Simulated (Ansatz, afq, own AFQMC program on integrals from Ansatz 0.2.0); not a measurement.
CH4, singlet: AFQMC among the cluster methods

```yaml
atoms:
  - { symbol: C, position_ang: [0.0468, 0.0465, -0.0467] }
  - { symbol: H, position_ang: [0.6749, 0.6765, 0.5826] }
  - { symbol: H, position_ang: [-1.3304, -1.3202, 1.3248] }
  - { symbol: H, position_ang: [-0.5797, 0.6747, -0.6792] }
  - { symbol: H, position_ang: [0.6770, -0.5850, -0.6723] }
```

Basis 6-31G. Noble-gas cores (and the filled d shells of Ga–Kr and In–Xe) are frozen. AFQMC by an in-house program on the Cholesky factors that Ansatz 0.2.0 writes for its CCSD(T) run. The CISD trial takes its coefficients from CCSD amplitudes. Released means that phaseless walkers are propagated on without the constraint, phases kept. ± is one standard error of the sampling.

Determinant: UHF, the one that the program's search chose, which needn't be the lowest solution. The geometry is a point of a scan.

Full CI on the same integrals is exact in this basis and with this determinant's frozen core.

Cautions: strong correlation (T1 0.069, weight of the determinant 0.73, largest double 0.43); unrestricted determinant spin contaminated (⟨S²⟩ 0.89 against 0.00); the CCSDT(Q) amplitudes may be one of several solutions (largest double 0.65); the CCSDTQ amplitudes may be one of several solutions (largest double 0.66).

The T1 diagnostic is 0.0694. The weight of the determinant in the CISD state is 0.727. The ⟨S²⟩ of the determinant is 0.891 and the size of the correlated space is 8 electrons in 16 orbitals.

| level | correlation energy (eV) |
| --- | --- |
| MP2 | -2.1266 |
| CCSD | -2.8816 |
| CCSD(T) | -2.9959 |

(1) Estimate where AFQMC with the constraint released lies against CCSD(T) on the same integrals.

(1) 2.97 ± 0.12 mEh below CCSD(T).

Reference: full CI, correlation energy -3.080 eV. The released energy is read at 2.40 1/Eh (meV from the phaseless value at times in 1/Eh: -7 ± 6 at 0.24, -8 ± 5 at 0.51, -15 ± 4 at 0.99, -11 ± 4 at 1.62, -13 ± 3 at 2.40). The cautions show a poor starting determinant, so the rows tell how each method copes with it here, and full CI is the sure value.

```csv
level,E − E(reference) (mEh),share of correlation (%)
CCSD(T),3.11,97.25
CCSDT,0.29,99.74
CCSDT(Q),-0.21,100.19
CCSDTQ,0.03,99.97
ph-AFQMC/CISD,0.62 ± 0.24,99.45
released AFQMC,0.14 ± 0.12,99.88
```

CCSDT and higher add their correlation energy to the determinant of the CCSD(T) run, since their own runs factorise the integrals more tightly (a shift of under 2 meV). A walk keeps the symmetry of its determinant, which the program's search chose and which needn't be the lowest solution, so a lower state of the same spin and another symmetry isn't excluded. Released energies are given only where the last usable release times agree within the noise; a slower fall can still hide under it.
